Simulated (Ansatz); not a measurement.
Basis-set series for C$_{2}$H$_{4}$FNO, SMILES `N/C=C(\O)F`. Total charge 0; spin multiplicity 1. All single points use the PBE0-D4/def2-TZVP geometry. It is one conformer, not always the lowest.

| atom | x (Å) | y (Å) | z (Å) |
| --- | --- | --- | --- |
| N1 | 1.2897 | -0.0266 | 0.7824 |
| C2 | -0.0861 | -0.2637 | 0.6917 |
| C3 | -0.8067 | -0.0633 | -0.4012 |
| O4 | -0.3648 | 0.5526 | -1.5129 |
| F5 | -2.0932 | -0.4415 | -0.4777 |
| H6 | 1.6369 | 0.5095 | -0.0004 |
| H7 | 1.5518 | 0.4230 | 1.6476 |
| H8 | -0.5706 | -0.6980 | 1.5557 |
| H9 | -0.5571 | 0.0080 | -2.2852 |

```json
{"functional": "PBE0-D4", "basis": "def2-SVP", "functions": "90", "energy (Eh)": "-307.84979", "HOMO (eV)": "-5.50", "LUMO (eV)": "1.46"}
{"functional": "PBE0-D4", "basis": "def2-QZVPP", "functions": "405", "energy (Eh)": "-308.23214", "HOMO (eV)": "-5.80", "LUMO (eV)": "0.39"}
{"functional": "ωB97M-V", "basis": "def2-SVP", "functions": "90", "energy (Eh)": "-308.06635", "HOMO (eV)": "-7.72", "LUMO (eV)": "3.18"}
{"functional": "ωB97M-V", "basis": "def2-QZVPP", "functions": "405", "energy (Eh)": "-308.45851", "HOMO (eV)": "-8.04", "LUMO (eV)": "1.61"}
```

Q: Give the rows for def2-TZVPP. (An estimate is asked.)

A: Ansatz gave: 
| functional | basis | functions | energy (Eh) | HOMO (eV) | LUMO (eV) |
| --- | --- | --- | --- | --- | --- |
| PBE0-D4 | def2-TZVPP | 211 | -308.21507 | -5.74 | 0.78 |
| ωB97M-V | def2-TZVPP | 211 | -308.44221 | -7.98 | 2.22 |

Positive LUMOs are unbound and depend on the basis.
